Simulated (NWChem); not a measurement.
System: NH, singlet; SMILES [NH]

Output (shortened):

```
             Northwest Computational Chemistry Package (NWChem) 7.3.0
             --------------------------------------------------------

                             Geometry "geometry" -> ""
                             -------------------------

 Output coordinates in angstroms (scale by  1.889725989 to convert to a.u.)

  No.       Tag          Charge          X              Y              Z
 ---- ---------------- ---------- -------------- -------------- --------------
    1 N                    7.0000     0.00000000     0.00000000    -0.13193300
    2 H                    1.0000     0.00000000     0.00000000     0.89964600

 Effective nuclear repulsion energy (a.u.)       3.5908454350

                                 NWChem DFT Module
                                 -----------------

 Summary of "ao basis" -> "ao basis" (spherical)
 ------------------------------------------------------------------------------
       Tag                 Description            Shells   Functions and Types
 ---------------- ------------------------------  ------  ---------------------
 N                           6-31g*                  6       14   3s2p1d
 H                           6-31g*                  2        2   2s

 in cosmo_initialize ...
 calling solv_data for solv:h2o

 solvent parameters
 solvname_short: h2o
 solvname_long:  water
 dielec:       78.4000
 dielecinf:     1.7769
 aqueous SMD model solvent descriptors
 dielec:       78.4000
 sola:          0.8200

          ---------------
          -cosmo- solvent
          ---------------
 Cosmo: York-Karplus, doi: 10.1021/jp992097l
 dielectric constant -eps-     =  78.40
 screen = (eps-1)/(eps    )    =   0.98724
 surface charge correction     = lagrangian

   van der Waals surface
 --------------------------

 ---------- ATOMIC COORDINATES (A.U.) ------------ VDWR(ANG.) --
     1    0.00000000    0.00000000   -0.24931722     1.890
     2    0.00000000    0.00000000    1.70008443     1.200
 number of segments per atom =        128
 number of   points per atom =        128
 atom (   nspa,  nppa )
 ----------------------
    1 (    120,     0 )       0
    2 (     48,     0 )       0
 number of -cosmo- surface points =      168
 molecular surface =     44.456 angstrom**2
 molecular volume  =     29.712 angstrom**3
 -lineq- algorithm             =   0
 -bem- low  level              =   3
 -bem- from -octahedral-
 gaussian surface charge width =   4.50000
 degree of switching           =   1.00000
 switching function tolerance  =   0.00010
 atomic radii =
 --------------
    1  7.000  1.890
    2  1.000  1.200
 ...... end of -cosmo- initialization ......

[...]

                                COSMO-SMD solvation results
                                ---------------------------

             internal energy in gas <Psi(g)|H|Psi(g)> =       -55.119652841782
         internal energy in solvent <Psi(s)|H|Psi(s)> =       -55.118575107951
                               delta internal energy  =         0.001077733832 (    0.68 kcal/mol)
   total free energy in solvent <Psi(s)|H+V/2|Psi(s)> =       -55.128406308595
 polarization energy contribution <Psi(s)|V/2|Psi(s)> =        -0.009831200644 (   -6.17 kcal/mol)
    total free energy in solvent including G(SMD-CDS) =       -55.127225666378
                       G(SMD-CDS) energy contribution =         0.001180642216 (    0.74 kcal/mol)
     1 M fixed-concentration free energy of solvation =        -0.007572824596 (   -4.75 kcal/mol)

                       DFT Final Molecular Orbital Analysis
                       ------------------------------------

 Vector    2  Occ=2.000000D+00  E=-8.901150D-01
              MO Center= -2.1D-14,  3.5D-15,  1.6D-01, r^2= 6.1D-01
   Bfn.  Coefficient  Atom+Function         Bfn.  Coefficient  Atom+Function
  ----- ------------  ---------------      ----- ------------  ---------------
     6      0.483428  1 N  s                  2      0.455965  1 N  s
     1     -0.206564  1 N  s                 15      0.195773  2 H  s
     5      0.141564  1 N  pz                 9      0.062881  1 N  pz

 Vector    3  Occ=2.000000D+00  E=-4.586282D-01
              MO Center=  5.7D-14, -9.0D-15, -1.4D-01, r^2= 8.8D-01
   Bfn.  Coefficient  Atom+Function         Bfn.  Coefficient  Atom+Function
  ----- ------------  ---------------      ----- ------------  ---------------
     5      0.517578  1 N  pz                 6     -0.357411  1 N  s
     9      0.311492  1 N  pz                15      0.253906  2 H  s
     2     -0.183886  1 N  s                 16      0.162568  2 H  s
     1      0.086292  1 N  s                 12      0.037640  1 N  d  0

 Vector    4  Occ=2.000000D+00  E=-3.329339D-01
              MO Center= -5.2D-15,  4.3D-16, -1.2D-01, r^2= 7.7D-01
   Bfn.  Coefficient  Atom+Function         Bfn.  Coefficient  Atom+Function
  ----- ------------  ---------------      ----- ------------  ---------------
     4      0.631451  1 N  py                 8      0.498091  1 N  py
     3      0.103104  1 N  px                 7      0.081186  1 N  px

 Vector    5  Occ=0.000000D+00  E=-9.947849D-02
              MO Center= -4.2D-14,  7.0D-15, -1.2D-01, r^2= 8.6D-01
   Bfn.  Coefficient  Atom+Function         Bfn.  Coefficient  Atom+Function
  ----- ------------  ---------------      ----- ------------  ---------------
     3      0.576241  1 N  px                 7      0.555745  1 N  px
     4     -0.093938  1 N  py                 8     -0.090758  1 N  py

 Vector    6  Occ=0.000000D+00  E= 1.906177D-01
              MO Center= -1.1D-14,  1.9D-15,  1.1D+00, r^2= 1.7D+00
   Bfn.  Coefficient  Atom+Function         Bfn.  Coefficient  Atom+Function
  ----- ------------  ---------------      ----- ------------  ---------------
    16      1.751794  2 H  s                  6     -1.020515  1 N  s
     9     -0.764913  1 N  pz                 5     -0.333351  1 N  pz
     2     -0.169243  1 N  s                 15      0.111582  2 H  s
     1      0.077364  1 N  s

[...]
```

Level: M05-2X/6-31G* (spherical d), SMD on the gas-phase geometry. Low-valent species are run as closed-shell singlets; no triplet was tried in these runs. The geometry was optimised at PBE0/def2-SVP. Solvent: water.

Reconstruct the input file.

Several could match; the one computed here: the input that was run:
```
start job
memory heap 200 mb stack 900 mb global 1100 mb
geometry units angstroms noautosym nocenter noautoz
  N      0.000000     0.000000    -0.131933
  H      0.000000     0.000000     0.899646
end
basis spherical
  N library 6-31g*
  H library 6-31g*
end
dft
  xc m05-2x
  iterations 150
end
cosmo
  do_cosmo_smd true
  solvent water
end
task dft energy
```
